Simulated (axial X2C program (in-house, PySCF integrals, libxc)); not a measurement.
**Potential curves of PS, with spin–orbit coupling**

Calculated with an axial X2C code built on PySCF integrals. Two-component (2c) means X2C with spin–orbit coupling and atomic mean-field two-electron Coulomb and Gaunt terms. Basis: S dyall-av3z [9s8p3d2f], P dyall-v3z [8s7p2d1f] (cores contracted in-house); Gaussian nuclei, density fitting, unrestricted open shells. Masses: S 31.972 u, P 30.974 u.

State: Ω = 1/2 (⟨Sz⟩ = -0.50, ⟨Lz⟩ = 1.00 at B3LYP). Energies in cm⁻¹ from the fragments at the same level (S + P). Fits are polynomials in 1 − R0/R over 0.85 to 1.23 times the lowest point R0.

| R (Å) | B3LYP | PBE0 |
| --- | --- | --- |
| 1.6565 | -22573 | -22913 |
| 1.7326 | -29913 | -30107 |
| 1.7898 | -33144 | -33203 |
| 1.8469 | -34895 | -34800 |
| 1.9040 | -35508 | -35243 |
| 1.9706 | -35138 | -34659 |
| 2.0373 | -33910 | -33206 |
| 2.1230 | -31478 | -30496 |
| 2.2277 | -27762 | -26574 |
| 2.3800 | -22157 | -20972 |

The state is one determinant whose occupation by symmetry is held fixed; it was picked as the lowest of a PBE0 search that is not exhaustive. De is counted from the lowest determinant-based energies of the atoms at the same level, without counterpoise correction. Density functionals use the spin component along the axis (collinear). The 2c atoms are single determinants rather than J levels; their spin–orbit lowering is only partly caught, and De is too large by that part. This holds for B3LYP, PBE0. The functionals have no current-density term, which raises determinants with orbital currents, atoms included. The determinant is spin-polarised beyond a pure state at some levels (its spin-free form has ⟨S²⟩ too high), which makes Re and μ there less reliable.

(1) Fit the B3LYP curve near its minimum: give the equilibrium distance, the harmonic wavenumber and the well depth.

(2) What are Re, ωe and De at the PBE0 level?

## Answers

(1) At B3LYP, 2c: Re = 1.913 Å, ωe ≈ 738 cm⁻¹, De = 4.40 eV to S + P; Be follows as 0.293 cm⁻¹.

(2) At PBE0, 2c: Re = 1.902 Å, ωe ≈ 764 cm⁻¹, De = 4.37 eV to S + P; Be follows as 0.296 cm⁻¹.
